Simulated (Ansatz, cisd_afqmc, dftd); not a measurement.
System: N$_{2}$, charge 0, singlet. N2 (molecular nitrogen, SMILES N#N).
B3LYP-D3(BJ)/def2-TZVP minimum from Ansatz (a quantum-chemistry and plane-wave program):
```
N
N 1 1.0909
```
Charge 0, spin multiplicity 1.

Property: atomisation energy (electronic, to ground-state atoms), in kJ/mol. Radicals and triplets start from unrestricted determinants; spin-orbit coupling is neglected. Cores are frozen in correlated methods. Rows without X2C or -DK are non-relativistic. AFQMC is phaseless with a CISD trial state; ± is one standard error, without the phaseless bias. Outlying blocks are dropped, and bars are widened where a walk drifts. Over all cases where full CI ran beside it in this data, AFQMC minus full CI had a median of +0.1 mEh and passed +0.4 mEh in a tenth of the cases. CBS(X,Y): correlation extrapolated as X^-3, Hartree-Fock from the larger set (Q,5: extrapolated as (X+1)exp(-9√X)). A bracket is a step between two methods taken in the basis named. The functionals are non-relativistic, so their misses hold any scalar relativity. Double hybrids freeze cores in their MP2 part. 'core' is core correlation in cc-pwCVTZ, 'X2C' scalar relativity in cc-pVTZ-DK, both at CCSD(T).

```
level                                                                                                          program  atomisation energy (kJ/mol)  difference against the last row
------------------------------------------------------------------------------------------------------  --------------  ---------------------------  -------------------------------
HF/cc-pV5Z                                                                                                      Ansatz                        486.1                           -468.2
B3LYP/def2-TZVPD                                                                                                Ansatz                        960.2                              5.9
PBE0-D3(BJ)/def2-TZVPD                                                                                  Ansatz + dftd3                        943.6                            -10.7
PBE0/def2-TZVPD                                                                                                 Ansatz                        942.7                            -11.6
CAM-B3LYP/def2-TZVPD                                                                                            Ansatz                        957.0                              2.7
B2PLYP-D3(BJ)/def2-TZVPD                                                                                Ansatz + dftd3                        958.6                              4.3
B2PLYP/def2-TZVPD                                                                                               Ansatz                        957.7                              3.4
MP2/cc-pVDZ                                                                                                     Ansatz                        880.8                            -73.5
MP2/CBS(cc-pVQZ,cc-pV5Z)                                                                                        Ansatz                       1004.3                             50.0
CCSD/cc-pVQZ                                                                                                    Ansatz                        893.3                            -61.0
CCSD/CBS(cc-pVTZ,cc-pVQZ)                                                                                       Ansatz                        909.0                            -45.3
CCSDT(Q)/cc-pVQZ                                                                                                Ansatz                        932.6                            -21.7
AFQMC/CISD/cc-pVQZ                                                                                          cisd_afqmc                  931.5 ± 0.8                            -22.8
CCSD(T)/CBS(cc-pVQZ,cc-pV5Z) + [CCSDT(Q) - CCSD(T)]/cc-pVQZ + [CCSDTQ - CCSDT(Q)]/cc-pVDZ + core + X2C          Ansatz                        954.3                              0.0
```
